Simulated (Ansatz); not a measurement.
**Worked example: correlation energy of AlH$_{2}$⁺, triplet**

Geometry: a point of a stretch scan, not a stationary point.

```xyz
3

Al    0.0000   -0.0072   -0.1138
H     0.0000    1.0991    1.6923
H     0.0000   -0.9068    1.3548
```

Basis cc-pVTZ; Ansatz 0.2.0. Only valence electrons are correlated (noble-gas cores frozen), which leaves 4 electrons in 57 orbitals. R marks a restricted (for open shells ROHF) determinant, U an unrestricted one.

Full CI is exact within this basis and frozen core; it isn't the basis-set limit. The frozen core follows each run's orbitals, which can shift R against U totals by a few meV.

Runs differ by some tens of microhartree through their thresholds and, for an open shell, their frozen cores, so steps under 0.1 kcal/mol mean nothing.

| level | total energy (hartree) |
| --- | --- |
| UHF | -242.694906 |
| UMP2 | -242.732864 |
| UCCSD | -242.748950 |
| UCCSD(T) | -242.750041 |
| UCCSDT | -242.750517 |
| UCCSDT(Q) | -242.750530 |
| full CI | -242.750482 |

Question: What is the correlation energy at full CI, and what share of it do UMP2 and UCCSD(T) recover?

Answer: E(corr) = -242.750482 − (-242.694906) = -0.055576 hartree = -1.512 eV. UMP2: -0.037958 / -0.055576 = 68.30 %. UCCSD(T): -0.055135 / -0.055576 = 99.21 %.

Question: By how many kcal/mol does UCCSD(T) miss full CI (1 hartree = 627.509 kcal/mol), and which steps make up the rest?

Answer: -242.750041 − (-242.750482) = 0.000441 hartree = 0.28 kcal/mol. Steps: UCCSDT − UCCSD(T) = -0.30, UCCSDT(Q) − UCCSDT = -0.01, full CI − UCCSDT(Q) = 0.03 kcal/mol. That is within 1 kcal/mol of the reference in this basis, which itself misses far more of the correlation at the basis-set limit.
